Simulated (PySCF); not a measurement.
## How far are cheaper levels from CCSD(T)/CBS for CO⁺?

PySCF; the state is a doublet (σ ↑). The composite is CCSD(T) extrapolated to the basis-set limit from two correlation-consistent sets, with core-valence (CV) and scalar-relativistic (SR) terms as its label shows; it has no spin–orbit coupling and nothing beyond (T). Here it is CCSD(T)/CBS(TQ)+CV+SR. It gives Re = 1.114 Å, ωe = 2228 cm⁻¹ and De = 8.47 eV to C⁺ + O.

```json
{"level": "ROHF", "basis": "cc-pVTZ", "relativity": "no relativity", "Re (Å)": "1.079", "ωe (cm⁻¹)": "2615", "De (eV)": "5.41"}
{"level": "ROHF-MP2", "basis": "jorge-DZP-DKH", "relativity": "spin-free X2C", "Re (Å)": "1.142", "ωe (cm⁻¹)": "2081", "De (eV)": "8.45"}
{"level": "ROHF-CCSD(T)", "basis": "cc-pVTZ", "relativity": "no relativity", "Re (Å)": "1.123", "ωe (cm⁻¹)": "2191", "De (eV)": "8.20"}
{"level": "ROHF-CCSD(T)", "basis": "pcseg-2", "relativity": "no relativity", "Re (Å)": "1.121", "ωe (cm⁻¹)": "2194", "De (eV)": "8.22"}
{"level": "revPBE", "basis": "pcseg-2", "relativity": "no relativity", "Re (Å)": "1.124", "ωe (cm⁻¹)": "2187", "De (eV)": "8.95"}
{"level": "r²SCAN", "basis": "cc-pVTZ", "relativity": "no relativity", "Re (Å)": "1.113", "ωe (cm⁻¹)": "2275", "De (eV)": "8.94"}
{"level": "M06-L", "basis": "pcseg-2", "relativity": "no relativity", "Re (Å)": "1.110", "ωe (cm⁻¹)": "2313", "De (eV)": "8.94"}
{"level": "B97-3", "basis": "jorge-DZP-DKH", "relativity": "spin-free X2C", "Re (Å)": "1.120", "ωe (cm⁻¹)": "2323", "De (eV)": "8.20"}
{"level": "CAM-B3LYP", "basis": "pcseg-2", "relativity": "no relativity", "Re (Å)": "1.103", "ωe (cm⁻¹)": "2348", "De (eV)": "8.47"}
{"level": "ωB97X", "basis": "cc-pVTZ", "relativity": "no relativity", "Re (Å)": "1.108", "ωe (cm⁻¹)": "2337", "De (eV)": "8.40"}
```

Question: Give the difference of each row from the composite.

Answer: 

```csv
level,basis,ΔRe (pm),Δωe (%),ΔDe (eV)
ROHF,cc-pVTZ,-3.5,+17.4,-3.06
ROHF-MP2,jorge-DZP-DKH,+2.8,-6.6,-0.02
ROHF-CCSD(T),cc-pVTZ,+0.9,-1.7,-0.27
ROHF-CCSD(T),pcseg-2,+0.7,-1.5,-0.25
revPBE,pcseg-2,+1.0,-1.8,+0.48
r²SCAN,cc-pVTZ,-0.1,+2.1,+0.47
M06-L,pcseg-2,-0.4,+3.8,+0.47
B97-3,jorge-DZP-DKH,+0.6,+4.3,-0.27
CAM-B3LYP,pcseg-2,-1.1,+5.4,+0.00
ωB97X,cc-pVTZ,-0.6,+4.9,-0.07
```

Question: Which rows come closest in De?

Answer: CAM-B3LYP in pcseg-2 (+0.00 eV), counted from the composite.

Correlated steps freeze 2 core orbitals. Correlated levels converge slowly with the basis: in double zeta they bind strong bonds too weakly, by up to about 1 eV, and carry superposition errors of some tenths. For an ion De counts to the pair picked by the measured ionisation energies or electron affinities, which need not be the lowest pair at this level. The state was picked by a PBE0 search and need not be the measured ground state.
